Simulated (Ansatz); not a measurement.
# AlP (singlet): the correlation ladder at distance Al1–P2 = 2.824 Å, 6-31G

Aim: climb from Hartree-Fock through coupled cluster and multireference methods for AlP (singlet) at one geometry and basis, and see what each rung misses.

Program: Ansatz 0.2.0, Gaussian basis. Level of theory: 6-31G, core rule «outside noble gas», up to 10 orbitals frozen. These are calculated values, not measurements.

The runs, in order: UHF; CCSD(T) on RHF; CCSD(T) on UHF; BCCD(T) on RHF; CISD; CCSDT(Q) on RHF; CCSDT(Q) on UHF; CISDTQ; CCSDTQ on RHF; CCSDTQ on UHF; CASSCF and MRCISD+Q, 2 electrons in 2 orbitals; CASSCF and NEVPT2, 2 electrons in 2 orbitals; CASSCF and MRCISD+Q, 8 electrons in 8 orbitals; CASSCF and MRCISD+Q(relaxed), 8 electrons in 8 orbitals; CASSCF and NEVPT2, 8 electrons in 8 orbitals; Full CI.

22 further runs of the same task are left out: 16 that didn't finish, 6 set aside as unsound or not needed.

### 1 The system

The geometry derives from a PBE0/def2-TZVP stationary point (not a proven minimum). One bond is set to the value named and the two fragments are kept rigid.

2 atoms, charge 0, spin multiplicity 1.

Atoms are counted from 1 here; the program's logs count them from 0.

No contacts short enough for the rule that draws bonds.

### 2 UHF

The input, in.yaml:

```yaml
crystal:
  periodic: [false, false, false]
  atoms:
    - {symbol: Al, position_ang: [0.000000, 0.000000, 0.000000]}
    - {symbol: P, position_ang: [0.000000, 0.000000, 2.824000]}
basis:
  gaussian: {orbitals: 6-31G}
magnetization: {spin_polarized: true, initial_magnetization: 0}
hamiltonian: {xc: hf}
output: {orbitals: {seedname: orbitals}}
```

Command:

```
$ ansatz run in.yaml --threads 1 --pin off --events-out ev --progress --plain --max-ram 2393MiB
```

After this run come: CCSD(T) on RHF; CCSD(T) on UHF; BCCD(T) on RHF; CISD; CCSDT(Q) on RHF; CCSDT(Q) on UHF; CISDTQ; CCSDTQ on RHF; CCSDTQ on UHF; CASSCF and MRCISD+Q, 2 electrons in 2 orbitals; CASSCF and NEVPT2, 2 electrons in 2 orbitals; CASSCF and MRCISD+Q, 8 electrons in 8 orbitals; CASSCF and MRCISD+Q(relaxed), 8 electrons in 8 orbitals; CASSCF and NEVPT2, 8 electrons in 8 orbitals; Full CI.

**Question.** What will the summary of the whole plan be? Wanted: FCI below the RHF energy; RMP2 from FCI; RCCSD from FCI; RCCSD(T) from FCI; RCCSDT(Q) from FCI; NEVPT2 pair from FCI; MRCISD+Q pair from FCI; NEVPT2 valence from FCI; T1 diagnostic.

**Answer**, as computed:

```
                         quantity                                                                                                   value
         FCI below the RHF energy                                                                                              -2.6649 eV
                    RMP2 from FCI                                                                                         +23.05 kcal/mol
                   RCCSD from FCI                                                                                          +5.50 kcal/mol
                RCCSD(T) from FCI                                                                                          +3.00 kcal/mol
               RCCSDT(Q) from FCI                                                                                          -0.06 kcal/mol
             NEVPT2 pair from FCI                                                                                         +16.14 kcal/mol
           MRCISD+Q pair from FCI                                                                                          -0.42 kcal/mol
          NEVPT2 valence from FCI                                                                                          +5.79 kcal/mol
levels within 1 kcal/mol (43 meV)  RCCSDT, RCCSDT(Q), RCCSDTQ, MRCISD+Q pair, MRCISD valence, MRCISD+Q valence, MRCISD+Q(relaxed) valence
                    T1 diagnostic                                                                                                   0.027
   effectively unpaired electrons                                                                                                    2.10
```

What this shows: RCCSD(T) misses by +3.00 kcal/mol, 4.9 % of the correlation energy. RCCSDT(Q), MRCISD+Q pair, MRCISD+Q(relaxed) valence fall below full CI, which methods that aren't variational can do. The occupations show strong static correlation (2.1 unpaired electrons where one determinant has 0). Of the multireference levels listed MRCISD+Q valence comes nearest in total energy (0.00 kcal/mol), which doesn't show that its space is the better one. These misses are within one basis, not against nature.
